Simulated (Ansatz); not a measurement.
A made-up structure of CH₄BSi, doublet:

```csv
atom,x (Å),y (Å),z (Å)
B1,-1.7631,0.0227,-0.5877
Si2,0.1249,0.0579,-0.5976
C3,1.0585,-0.0943,0.8570
H4,-2.9156,-0.2180,-0.5005
H5,0.7738,0.4632,-1.8657
H6,2.1062,0.1813,0.9014
H7,-1.4674,1.1143,-0.3791
```

It is relaxed with PBE-D4/def2-SVP and then PBE0-D4/def2-TZVP (Ansatz 0.2.0). Atoms count as bonded within 1.22 times the sum of their covalent radii (H–H: 0.88 Å). The end point is not checked to be a true minimum.

(1) Does its bonding change? (Judge from chemistry; the calculation decides.)

## Answers

(1) By the calculation: No: no bond forms or breaks.

Where it ends: The first stage lowers the energy by 1.81 eV in 16 steps. It ends as CH₄BSi ([BH2][SiH][CH]):
B1  (-1.707, 0.337, -0.557)
Si2  (0.249, 0.418, -0.688)
C3  (1.218, -0.222, 0.554)
H4  (-2.190, -0.168, 0.410)
H5  (0.967, 1.021, -1.839)
H6  (1.791, -0.639, 1.363)
H7  (-2.411, 0.779, -1.414)
(Å)

Labels in which every atom is bracketed show which atoms are joined, not bond orders.

For scale, one of the runs: PBE0-D4/def2-TZVP relaxation, 123 basis functions, launched by `ansatz run in.yaml --threads 2 --pin off --events-out ev --progress --plain --max-ram 4352MiB`. The run took about 15 s on 2 CPU threads of an Intel Xeon 6975P-C (shared host).
